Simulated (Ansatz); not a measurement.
**1T (CdI2-type) PtSe2**

All values below come from PBE-D3(BJ) (plane waves, PAW; Ansatz, a quantum-chemistry and plane-wave program).

Cell: relaxed at this level.

| Property | Result |
|---|---|
| interlayer binding energy | 41.1 meV/Å² |
| layer repeat distance | 4.823 Å |
| gap between the layers | 2.262 Å |

Spin–orbit coupling is not included.

Static lattice: no zero-point or thermal effects.

It cost roughly 2.7 core-minutes of CPU time.
